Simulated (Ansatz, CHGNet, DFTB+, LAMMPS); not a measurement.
# hcp Hf, lattice parameter a

Reference value: 3.194 Å (measured, 293 K, no zero-point or thermal correction, sources range from 3.194 to 3.200; as tabulated in Wikipedia's data pages).

What do COMB comb, GFN1-xTB, CHGNet-r²SCAN, LDA, PBE, PBE-D4, PBE0 give, and how far is each from the reference?


| level (code) | value (Å) | difference (%) |
|---|---|---|
| COMB comb (LAMMPS) | 3.166 | -0.88 |
| GFN1-xTB (DFTB+) | 4.163 | +30 |
| CHGNet-r²SCAN (CHGNet) | 3.152 | -1.31 |
| LDA (Ansatz) | 3.119 | -2.35 |
| PBE (Ansatz) | 3.205 | +0.34 |
| PBE-D4 (Ansatz) | 3.189 | -0.16 |
| PBE0 (Ansatz) | 3.218 | +0.75 |

Leaving aside COMB comb, which can be fitted to such values or carry a doubt: The reference is not for a static lattice or low temperature, so close values are not ranked against it. Off by more than 1.25 % (a bound picked here): GFN1-xTB (+30 %), CHGNet-r²SCAN (-1.31 %), LDA (-2.35 %).

The measured value isn't corrected to a static lattice, so vibrations enter the comparison. A static lattice is as a rule a little smaller than the measured one.  Density-functional levels without +SOC have no spin–orbit coupling. GFN1-xTB: the cell moved over 20 % in volume from its start. GFN1-xTB: the method was fitted mainly to molecules. Cutoffs and k meshes differ between the levels. Ansatz's density-functional and Hartree–Fock values are scalar-relativistic unless marked +SOC, with PAW data made under PBE.

Empirical potentials (COMB comb) are fitted to chosen data, which need not cover the solid at hand: agreement can be built in, and what lay outside the fit can be far off. Machine-learned potentials (CHGNet-r²SCAN) are trained on DFT data, which may include these solids.

Differences are worked out from the printed values.

Ansatz is a program for electronic structure.
